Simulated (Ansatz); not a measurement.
Steps of a relaxation of `NBO` with RKS PBE-D4/def2-SVP.

```sh
$ ansatz run in.yaml --threads 2 --pin off --events-out ev --progress --plain --max-ram 32768MiB --backend cpu
```

```yaml
crystal:
  periodic: [false, false, false]
  atoms:
    - {symbol: N, position_ang: [-0.752400, 0.095800, -0.748400]}
    - {symbol: B, position_ang: [0.233900, 0.150100, 0.350700]}
    - {symbol: O, position_ang: [1.036700, -1.022400, 0.572600]}
    - {symbol: H, position_ang: [-1.424700, -0.586600, -0.520300]}
    - {symbol: H, position_ang: [-1.300400, 1.049400, -0.744400]}
    - {symbol: H, position_ang: [0.375500, 1.129100, 1.026100]}
    - {symbol: H, position_ang: [1.892700, -0.883400, 0.018000]}
basis:
  gaussian: {orbitals: def2-SVP}
hamiltonian: {xc: pbe, dispersion: d4}
relax: {f_tol: 0.03, max_steps: 200}
```

Positions (Å) and forces (eV/Å) along the path, 8 of 8 steps:

```xyz
7
step=1 energy=-4271.3898 eV
N    -0.752    0.096   -0.748    0.711    4.108    1.388
B     0.234    0.150    0.351    0.286   -1.871   -1.281
O     1.037   -1.022    0.573    0.899    1.550   -1.277
H    -1.425   -0.587   -0.520   -1.361   -1.932   -0.164
H    -1.300    1.049   -0.744    1.029   -2.039   -0.136
H     0.376    1.129    1.026    0.239    0.594    0.190
H     1.893   -0.883    0.018   -1.803   -0.409    1.280
7
step=2 energy=-4271.8297 eV
N    -0.751    0.186   -0.723   -1.216    0.438    1.882
B     0.268    0.187    0.320   -0.259   -0.899   -0.618
O     0.980   -1.009    0.580    0.345    0.837   -0.862
H    -1.334   -0.690   -0.662    0.726    0.655   -0.601
H    -1.416    1.014   -0.619    0.906   -1.084   -0.356
H     0.476    1.190    0.978    0.185    0.255   -0.131
H     1.838   -0.946    0.080   -0.687   -0.201    0.687
7
step=3 energy=-4272.0013 eV
N    -0.787    0.241   -0.642   -1.570   -2.174    0.737
B     0.255    0.187    0.332    0.315    0.216   -0.355
O     0.929   -1.018    0.560   -0.250    0.242   -0.458
H    -1.257   -0.744   -0.828    1.102    2.389    0.157
H    -1.505    0.981   -0.523    0.394   -0.352   -0.302
H     0.608    1.241    0.889   -0.110   -0.263   -0.176
H     1.818   -0.955    0.167    0.119   -0.059    0.397
7
step=4 energy=-4272.3053 eV
N    -0.848    0.236   -0.586   -0.888   -1.499    0.223
B     0.281    0.164    0.269   -0.196    0.185   -0.023
O     0.920   -1.059    0.454    0.215    0.393   -0.584
H    -1.277   -0.702   -0.861    0.557    1.486    0.208
H    -1.543    0.989   -0.492    0.289   -0.243   -0.148
H     0.650    1.201    0.822    0.137   -0.112   -0.144
H     1.879   -0.899    0.349   -0.114   -0.210    0.469
7
step=5 energy=-4272.5251 eV
N    -0.911    0.213   -0.524   -0.255   -0.410    0.107
B     0.285    0.180    0.226    0.169   -0.404   -0.092
O     0.953   -1.039    0.302    0.200    0.386   -0.154
H    -1.288   -0.672   -0.908    0.130    0.546    0.162
H    -1.587    0.975   -0.459    0.092   -0.084   -0.093
H     0.722    1.185    0.770   -0.055    0.026   -0.063
H     1.888   -0.910    0.548   -0.280   -0.060    0.134
7
step=6 energy=-4272.5785 eV
N    -0.951    0.183   -0.448   -0.091   -0.078   -0.053
B     0.296    0.164    0.203    0.045    0.078    0.058
O     1.018   -1.010    0.195    0.096   -0.117   -0.013
H    -1.322   -0.651   -0.904   -0.021    0.010   -0.023
H    -1.565    0.992   -0.495    0.046    0.036    0.041
H     0.713    1.170    0.758   -0.014    0.043   -0.013
H     1.873   -0.916    0.646   -0.061    0.028    0.002
7
step=7 energy=-4272.5811 eV
N    -0.955    0.172   -0.446    0.001    0.015    0.005
B     0.298    0.156    0.198    0.015   -0.027    0.003
O     1.031   -1.014    0.190   -0.024    0.035   -0.003
H    -1.341   -0.646   -0.919    0.001    0.011    0.007
H    -1.548    0.998   -0.475   -0.002   -0.007   -0.008
H     0.704    1.174    0.745   -0.009   -0.033   -0.013
H     1.872   -0.908    0.662    0.018    0.006    0.009
7
step=8 energy=-4272.5812 eV
N    -0.955    0.173   -0.446   -0.003   -0.001   -0.001
B     0.298    0.154    0.198    0.005    0.002    0.003
O     1.033   -1.014    0.190    0.006   -0.002    0.003
H    -1.344   -0.645   -0.917   -0.001    0.000   -0.003
H    -1.547    0.999   -0.479    0.000   -0.001    0.001
H     0.702    1.171    0.746    0.002   -0.001   -0.001
H     1.874   -0.906    0.662   -0.010    0.003   -0.004
```

Run time 9.5 s (2 threads of a server CPU on a shared host); peak host memory 0.36 GiB.
